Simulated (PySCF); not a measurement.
# CCSD(T)/3-21G run of [B2H5]− (SMILES B[BH3-])

What is the vertical singlet–triplet gap of [B2H5]− at CCSD(T)/3-21G? Input form: a Python script.

The calculation is run with PySCF 2.14.0.

## Step 1: The molecule

The species is [B2H5]− (7 atoms), meant as a singlet with charge -1. As SMILES, `B[BH3-]`. The shape is that of a GFN2-xTB optimisation.

Bond lengths: B1–B2 1.680 Å, B1–H3 1.204 Å, B1–H4 1.203 Å, B2–H5 1.241 Å, B2–H6 1.241 Å, B2–H7 1.240 Å. Angles: B1–B2–H5 110.6°, B1–B2–H6 110.4°, B1–B2–H7 115.9°, B2–B1–H3 126.5°, B2–B1–H4 123.5°, H5–B2–H6 105.3°, H5–B2–H7 107.0°, H6–B2–H7 107.0°, H3–B1–H4 110.0°.

## Step 2: A single-point energy at CCSD(T)/3-21G

Contents of input.py:

```python
from pyscf import gto, cc

molecule = gto.M(
    atom=[
    ('B', (0.210010, -0.813600, 0.474350)),
    ('B', (-0.119910, 0.613520, -0.349380)),
    ('H', (1.262150, -1.128320, 0.968990)),
    ('H', (-0.606320, -1.678230, 0.657480)),
    ('H', (-0.531530, 0.371570, -1.495060)),
    ('H', (-1.042200, 1.230100, 0.207460)),
    ('H', (0.827810, 1.404960, -0.463840)),
],
    verbose=3,
    charge=-1,
    max_memory=1860,
    spin=0,
    basis='3-21g',
)

hf = molecule.RHF()
hf.conv_tol = 1e-10
hf.kernel()
if not hf.converged:
    hf = hf.newton().run(hf.mo_coeff, hf.mo_occ)

mycc = cc.CCSD(hf, frozen=2)
mycc.kernel()
e_t = mycc.ccsd_t()
e_final = mycc.e_tot + e_t
print('Final energy', e_final)
```

Run with:

```console
$ OMP_NUM_THREADS=1 python input.py
```

Log:

```text
converged SCF energy = -51.9128237931759
E(CCSD) = -52.06916989962038  E_corr = -0.1563461064444636
CCSD(T) correction = -0.00338346785220665
Final energy -52.072553367472594
```

It took 0.99 s on 1 thread of Arm Neoverse V1, shared host; peak memory 0.12 GiB.

## Step 3: The triplet

Contents of run.py:

```python
from pyscf import gto, cc

mol = gto.M(
    atom='''
B    0.210010  -0.813600   0.474350
B   -0.119910   0.613520  -0.349380
H    1.262150  -1.128320   0.968990
H   -0.606320  -1.678230   0.657480
H   -0.531530   0.371570  -1.495060
H   -1.042200   1.230100   0.207460
H    0.827810   1.404960  -0.463840
''',
    verbose=4,
    charge=-1,
    max_memory=1860,
    basis='3-21g',
    spin=2,
)

mf = mol.UHF()
mf.conv_tol = 1e-10
mf.kernel()
if not mf.converged:
    mf = mf.newton().run(mf.mo_coeff, mf.mo_occ)

mycc = cc.CCSD(mf, frozen=2)
mycc.kernel()
e_t = mycc.ccsd_t()
energy = mycc.e_tot + e_t
print('Final energy', energy)
```

Run with:

```console
$ OMP_NUM_THREADS=1 python run.py
```

Log:

```text
PySCF version 2.14.0

[INPUT] num. atoms = 7
[INPUT] num. electrons = 16
[INPUT] charge = -1
[INPUT] spin (= nelec alpha-beta = 2S) = 2
[INPUT] symmetry False subgroup None
[INPUT] Mole.unit = angstrom
[INPUT] Symbol           X                Y                Z      unit          X                Y                Z       unit  Magmom
[INPUT]  1 B      0.210010000000  -0.813600000000   0.474350000000 AA    0.396861383420  -1.537481174946   0.896391587187 Bohr   0.0
[INPUT]  2 B     -0.119910000000   0.613520000000  -0.349380000000 AA   -0.226597059597   1.159384771943  -0.660232513401 Bohr   0.0
[INPUT]  3 H      1.262150000000  -1.128320000000   0.968990000000 AA    2.385117828120  -2.132215780869   1.831125717442 Bohr   0.0
[INPUT]  4 H     -0.606320000000  -1.678230000000   0.657480000000 AA   -1.145778743846  -3.171395074029   1.242457132379 Bohr   0.0
[INPUT]  5 H     -0.531530000000   0.371570000000  -1.495060000000 AA   -1.004446126990   0.702165536105  -2.825253939792 Bohr   0.0
[INPUT]  6 H     -1.042200000000   1.230100000000   0.207460000000 AA   -1.969472567022   2.324552105827   0.392042581802 Bohr   0.0
[INPUT]  7 H      0.827810000000   1.404960000000  -0.463840000000 AA    1.564334183176   2.654989615969  -0.876530565618 Bohr   0.0

[... 27 lines left out ...]
WARN: HOMO -0.000956270962431116 >= LUMO -0.266468961818761
[... 54 lines left out ...]
converged SCF energy = -51.8022840815298  <S^2> = 2.013496  2S+1 = 3.0089839
[... 12 lines left out ...]
Init t2, MP2 energy = -0.115251739727263
[... 17 lines left out ...]
UCCSD converged
[... 2 lines left out ...]
Final energy -51.95336298909014
```

Run time: 1.6 s. Hardware: 1 thread of Arm Neoverse V1, shared host; peak memory 0.13 GiB.

## Step 4: Summary of results

Level: CCSD(T)/3-21G, 2 core orbitals frozen.

| quantity | value |
| --- | --- |
| singlet: total energy | -52.07255 Eh |
| singlet: HOMO energy (Hartree–Fock orbitals) | -4.20 eV |
| singlet: LUMO energy (Hartree–Fock orbitals) | 8.39 eV |
| singlet: HOMO–LUMO gap (to an unbound level, set by the basis) | 12.59 eV |
| singlet: correlation energy (2 core orbitals frozen) | -159.7 mEh |
| singlet: (T) correction | -3.38 mEh |
| singlet: T1 diagnostic | 0.013 |
| triplet: total energy | -51.95336 Eh |
| triplet: HOMO energy (Hartree–Fock orbitals) (highest over α and β) | -0.83 eV |
| triplet: LUMO energy (Hartree–Fock orbitals) (lowest over α and β) | 5.98 eV |
| triplet: correlation energy (2 core orbitals frozen) | -151.1 mEh |
| triplet: (T) correction | -2.78 mEh |
| triplet: ⟨S²⟩ of the reference determinant | 2.013 |
| triplet: T1 diagnostic | 0.012 |
| vertical energy of the triplet above the singlet | 3.243 eV |

In words: At this shape the triplet lies 3.24 eV (313 kJ/mol) above the singlet. Mulliken charges (singlet) of the mean-field density run from -0.31 on B2 to +0.07 on B1. The triples (singlet) make up 2.1 % of the correlation energy. Mulliken charges (triplet) of the mean-field density run from -0.26 on B1 to -0.10 on H6; they depend strongly on the basis. The triples (triplet) make up 1.8 % of the correlation energy.
